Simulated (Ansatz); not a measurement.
# C2H8Si (dimethylsilane): RPA@PBE0/def2-SVP

What is the energy change on altering one bond length of C2H8Si (dimethylsilane) at RPA@PBE0/def2-SVP? 

The results are computed with Ansatz 0.2.0.

50 further runs of the same task are left out: 50 set aside as unsound or not needed.

## Step 1: The molecule

The species is C2H8Si (11 atoms), meant as a singlet with charge 0. SMILES: `C[SiH2]C`. The coordinates come from a PBE0-D4/def2-TZVP relaxation.

Bond lengths: C1–Si2 1.872 Å, Si2–C3 1.872 Å, C1–H4 1.092 Å, C1–H5 1.093 Å, C1–H6 1.093 Å, Si2–H7 1.491 Å, Si2–H8 1.491 Å, C3–H9 1.093 Å, C3–H10 1.092 Å, C3–H11 1.093 Å. Some angles: C1–Si2–C3 111.5°, C1–Si2–H7 109.5°, C1–Si2–H8 109.5°, C3–Si2–H7 109.5°, C3–Si2–H8 109.5°, Si2–C1–H4 111.0°, Si2–C1–H5 110.9°, Si2–C1–H6 110.9°, Si2–C3–H9 110.9°, Si2–C3–H10 111.0°.

## Step 2: A single-point energy at RPA@PBE0/def2-SVP

in.yaml reads:

```yaml
crystal:
  periodic: [false, false, false]
  atoms:
    - {symbol: C, position_ang: [-1.050200, 0.967200, -0.661200]}
    - {symbol: Si, position_ang: [-0.309200, -0.653200, -0.087600]}
    - {symbol: C, position_ang: [1.346600, -0.392300, 0.745700]}
    - {symbol: H, position_ang: [-2.015800, 0.806900, -1.146100]}
    - {symbol: H, position_ang: [-0.391700, 1.464600, -1.377800]}
    - {symbol: H, position_ang: [-1.204900, 1.644900, 0.182100]}
    - {symbol: H, position_ang: [-0.139900, -1.564200, -1.256100]}
    - {symbol: H, position_ang: [-1.245100, -1.319300, 0.863300]}
    - {symbol: H, position_ang: [2.058200, 0.075200, 0.060400]}
    - {symbol: H, position_ang: [1.772600, -1.342000, 1.077400]}
    - {symbol: H, position_ang: [1.244800, 0.255200, 1.620300]}
basis:
  gaussian: {orbitals: def2-SVP}
magnetization: {spin_polarized: false, initial_magnetization: 0}
hamiltonian: {xc: pbe0}
correlation: {method: rpa, frozen_orbitals: {C: 1, H: 0, Si: 5}}
accuracy: high
```

Started as:

```console
$ ansatz run in.yaml --threads 1 --pin off --max-ram 3480MiB --events-out events.jsonl --progress --plain --runs-dir runs
```

What it wrote:

```text
Warning: RAYON_NUM_THREADS=1 ignored (pool sized by the plan → 1); use --threads N
Functional definition: PBE0
  name "PBE0"
  parameter a = 0.25
  parameter kappa = 0.804
  parameter beta = 0.06672455060314922
  exchange = (1 - a)*pbe_x(kappa = kappa, mu = beta*pi^2/3) + a*exact_x
  correlation = pbe_c(beta = beta)
2062 factors; integrals over basis functions are off by at most 3.6e-9 eV
mean field evaluation 1: about -10065.3124 eV, gradient 5.4e1 eV
mean field evaluation 2: about -10065.5262 eV, gradient 5.4e1 eV
mean field evaluation 4: about -10072.3790 eV, gradient 2.8e0 eV
mean field evaluation 8: about -10072.4109 eV, gradient 9.7e-2 eV
mean field evaluation 16: about -10072.4110 eV, gradient 2.7e-6 eV
mean field -10072.41097524 eV, -370.1542760148 hartree, gradient 2.3e-8 eV, S^2 0.000000; 0 other end points of the search recorded, 0 dependent functions left out
7 core orbitals not correlated: weight in the atoms' cores, before any rotation towards them, 1.000 or more for the frozen orbitals, at most 0.000 for the correlated occupied ones
reference -10045.86715104 eV, -369.1788084675 hartree; 10, 10 occupied and 69, 69 virtual orbitals, 2062 factors
Total energy: -10063.59900089 eV, -369.8304419302 hartree
```

Wall time 12 s (1 thread of Arm Neoverse V2, shared host); peak memory 0.31 GiB.

## Step 3: The distorted shape

molecule.yaml reads:

```yaml
crystal:
  periodic: [false, false, false]
  atoms:
    - {symbol: C, position_ang: [-0.926435, 0.425019, -1.335867]}
    - {symbol: Si, position_ang: [-0.185435, -1.195381, -0.762267]}
    - {symbol: C, position_ang: [1.470365, -0.934481, 0.071033]}
    - {symbol: H, position_ang: [-1.892035, 0.264719, -1.820767]}
    - {symbol: H, position_ang: [-0.267935, 0.922419, -2.052467]}
    - {symbol: H, position_ang: [-1.204900, 1.644900, 0.182100]}
    - {symbol: H, position_ang: [-0.016135, -2.106381, -1.930767]}
    - {symbol: H, position_ang: [-1.121335, -1.861481, 0.188633]}
    - {symbol: H, position_ang: [2.181965, -0.466981, -0.614267]}
    - {symbol: H, position_ang: [1.896365, -1.884181, 0.402733]}
    - {symbol: H, position_ang: [1.368565, -0.286981, 0.945633]}
basis:
  gaussian:
    orbitals: def2-SVP
hamiltonian:
  xc: {name: PBE0}
correlation:
  method: rpa
  frozen_orbitals: {C: 1, H: 0, Si: 5}
accuracy: high
```

Started as:

```console
$ ansatz run molecule.yaml --threads 1 --pin off --max-ram 3480MiB --events-out events.jsonl --progress --plain --runs-dir runs
```

What it wrote (excerpt; [...] marks lines left out):

```text
Warning: RAYON_NUM_THREADS=1 ignored (pool sized by the plan → 1); use --threads N
[... 2 set-up lines as earlier in the session ...]
[...]
2055 factors; integrals over basis functions are off by at most 3.9e-9 eV
[...]
mean field -10068.94480311 eV, -370.0268965383 hartree, gradient 2.7e-8 eV, S^2 0.000000; 0 other end points of the search recorded, 0 dependent functions left out
7 core orbitals not correlated: weight in the atoms' cores, before any rotation towards them, 1.000 or more for the frozen orbitals, at most 0.000 for the correlated occupied ones
reference -10041.93945656 eV, -369.0344683574 hartree; 10, 10 occupied and 69, 69 virtual orbitals, 2055 factors
Total energy: -10060.20488634 eV, -369.7057105211 hartree
```

Run time: 13 s. Hardware: 1 thread of Arm Neoverse V2, shared host; peak memory 0.31 GiB.

## Step 4: Summary of results

Level: RPA@PBE0/def2-SVP, 7 core orbitals frozen.

```
                                                         quantity          value
                                        first shape: total energy  -369.83044 Eh
                    first shape: RPA correlation energy (valence)     -651.6 mEh
                                    distorted shape: total energy  -369.70571 Eh
                distorted shape: RPA correlation energy (valence)     -671.2 mEh
energy change with the C1–H6 bond stretched from 1.093 to 1.967 Å       3.394 eV
```

In words: With the C1–H6 bond stretched from 1.093 to 1.967 Å the energy rises by 3.39 eV (78 kcal/mol). The first shape isn't relaxed at this level, so the change isn't measured from a minimum. A restricted reference can't describe the breaking bond well at this length.
